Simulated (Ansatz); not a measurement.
**C₃H₅NO: how energies converge with the basis set**

One table from this session's results is given with a row withheld; the runs are named, their logs left out.

The runs use Ansatz 0.2.0, Gaussian basis; one geometry, several basis sets.

Levels to be run: PBE0-D4/def2-SVP; ωB97M-V/def2-SVP; PBE0-D4/def2-QZVPP; ωB97M-V/def2-QZVPP; the functionals' def2-TZVPP values are taken from earlier runs.

## The relaxed structure

All runs share one geometry, relaxed beforehand with PBE0-D4 in a triple-zeta def2 set.

SMILES `COC=C=N`, 10 atoms, charge 0, spin multiplicity 1.

Atoms are counted from 1 here; the program's logs count them from 0.

Bond lengths: C1–O2 1.413 Å, C1–H6 1.090 Å, C1–H7 1.095 Å, C1–H8 1.097 Å, O2–C3 1.369 Å, C3–C4 1.311 Å, C3–H9 1.087 Å, C4–N5 1.222 Å, N5–H10 1.021 Å. Angles: O2–C1–H6 106.9°, O2–C1–H7 111.2°, O2–C1–H8 111.1°, H6–C1–H7 109.6°, H6–C1–H8 109.2°, H7–C1–H8 108.9°, C1–O2–C3 112.6°, O2–C3–C4 121.5°, O2–C3–H9 118.5°, C4–C3–H9 120.0°, C3–C4–N5 175.6°, C4–N5–H10 114.9°.

Set-up of the first run:

in.yaml

```yaml
crystal:
  periodic: [false, false, false]
  atoms:
    - {symbol: C, position_ang: [-0.834294, -0.255415, 1.514087]}
    - {symbol: O, position_ang: [-0.049167, 0.609273, 0.719622]}
    - {symbol: C, position_ang: [0.672729, -0.060181, -0.232235]}
    - {symbol: C, position_ang: [0.576036, 0.243774, -1.504074]}
    - {symbol: N, position_ang: [0.439084, 0.447571, -2.700680]}
    - {symbol: H, position_ang: [-1.322649, 0.363158, 2.266686]}
    - {symbol: H, position_ang: [-1.591659, -0.767908, 0.911326]}
    - {symbol: H, position_ang: [-0.210796, -1.006692, 2.014672]}
    - {symbol: H, position_ang: [1.380504, -0.819030, 0.092663]}
    - {symbol: H, position_ang: [1.023315, 1.194349, -3.079166]}
basis:
  gaussian: {orbitals: def2-SVP}
hamiltonian: {xc: pbe0, dispersion: d4}
output: {orbitals: {seedname: orbitals}}
```

Command:

```bash
ansatz run in.yaml --threads 2 --pin off --events-out ev --progress --plain --max-ram 4352MiB
```

Steps of the session up to this table: PBE0-D4 in def2-SVP; ωB97M-V in def2-SVP; PBE0-D4 in def2-QZVPP; ωB97M-V in def2-QZVPP.

One of the session's tables, all rows but one given; the rest of the session is left out.

It belongs to the step «Functionals by basis». 

```
functional       basis  HOMO (eV)
   PBE0-D4    def2-SVP      -6.17
   PBE0-D4  def2-TZVPP      -6.35
   PBE0-D4  def2-QZVPP          ?
   ωB97M-V    def2-SVP      -8.34
   ωB97M-V  def2-TZVPP      -8.55
   ωB97M-V  def2-QZVPP      -8.59
```

Q: Estimate the row for PBE0-D4, def2-QZVPP from the others.

As computed: HOMO (eV): -6.39. In the column «HOMO (eV)» it lies between ωB97M-V, def2-SVP (-8.34) and PBE0-D4, def2-TZVPP (-6.35).
